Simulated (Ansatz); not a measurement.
We consider bcc Rb, described by PBEsol-D3(BJ) (plane waves, PAW; Ansatz, a program for electronic structure).

Run with plane-wave cutoff 520 eV, 14×14×14 k mesh, Fermi–Dirac smearing 0.05 eV, scalar-relativistic PAW data made under PBE.

Pressure at four volumes; x = ln(V/79.604 Å³). One pressure is withheld.

```
V (Å³/atom)        x  P (GPa)
-----------  -------  -------
74.828       -0.0619    0.230
79.604        0.0000    0.000
82.789        0.0392   -0.121
84.381        0.0583        ?
```

Task: Pass a parabola P(x) through the three rows shown, estimate the bulk modulus and its pressure derivative near zero pressure, and predict the withheld pressure.

Result: Slopes between the rows: (0.000 − (0.230))/(0.0000 − (-0.0619)) = -3.72 and (-0.121 − (0.000))/(0.0392 − (0.0000)) = -3.09 GPa. Their difference over the span 0.1011 is c = 0.63/0.1011 = 6.2 GPa, so P(x) = 0.230 + (-3.72)(x − (-0.0619)) + 6.2 (x − (-0.0619))(x − (0.0000)). At the middle row B = −dP/dx = −[-3.72 + 6.2 × 0.0619] = 3.3 GPa, and B′ = dB/dP = 2c/B = 3.8. At x = 0.0583 the parabola gives -0.174 GPa; the run gives -0.174 GPa. The Birch–Murnaghan fit to the energies at all volumes has B0 = 3.32 GPa and B′ = 3.7.

Measured, for comparison: bulk modulus 2.92 GPa (corrected for temperature and zero-point phonon effects, our sources range from 2.92 to 3.60; as tabulated in Levämäki et al. (2014), arXiv:1402.3671). Computed (rounded) less measured: bulk modulus not scored (sources differ).
